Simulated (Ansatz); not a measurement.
Program: Ansatz. Geometries: PBE0-D4/def2-TZVP. ΔE: electronic, gas phase. CCSD(T)/CBS adds triple-zeta CCSD(T) − MP2 to the extrapolated MP2 energy (def2 sets, frozen cores). This one scheme is used for every species, atoms too. DFT in def2-TZVPP. B3LYP here is the variant with VWN-RPA as its local correlation; programs differ in this. Open shells (•) are unrestricted, without spin–orbit coupling. Spin–orbit coupling would lower the free atoms: a little for C, O, S. One conformer a species, not always the lowest.

`CCOC(=S)S` → 3 C• + 6 H• + O• + 2 S•  (atomization)

| level | ΔE (kcal/mol) | difference from CCSD(T)/CBS |
| --- | --- | --- |
| PBE-D4 | 1123.6 | 40.2 |
| ωB97M-V | 1090.6 | 7.2 |
| PBE | 1116.6 | 33.2 |
| r2SCAN | 1092.6 | 9.2 |
| B3LYP | 1072.6 | -10.8 |
| MP2/def2-TZVPP | 1077.4 | -6.0 |
| SCS-MP2/def2-TZVPP | 1065.9 | -17.5 |
| MP2/def2-QZVPP | 1095.6 | 12.2 |
| SCS-MP2/def2-QZVPP | 1086.0 | 2.6 |
| MP2/CBS(def2) | 1108.4 | 25.0 |
| CCSD(T)/CBS | 1083.4 | 0 |

Largest T1 diagnostic among the species: 0.016.

In def2-TZVPP, CCSD(T) changes the Hartree–Fock value by +299.4 kcal/mol (the triples alone add +23.0 kcal/mol) and MP2 by +324.4 kcal/mol; breaking electron pairs costs correlation energy, which Hartree–Fock lacks. The D4 term adds +11.3 kcal/mol with B3LYP and +5.9 kcal/mol with PBE0; it sums over pairs of atoms, weighted by their polarisabilities, and B3LYP, whose exchange is more repulsive, gets the larger term. From PBE to PBE0 (25 % exact exchange), in def2-TZVPP and without D4, ΔE moves by −27.6 kcal/mol: exact exchange takes away binding that semilocal exchange gives to molecules.

For atomizations the MP2-based limit and the directly extrapolated one differ by several kJ/mol either way, and by 10 to 25 for some Ge, Se and Sn compounds, so smaller differences from it don't rank the levels.
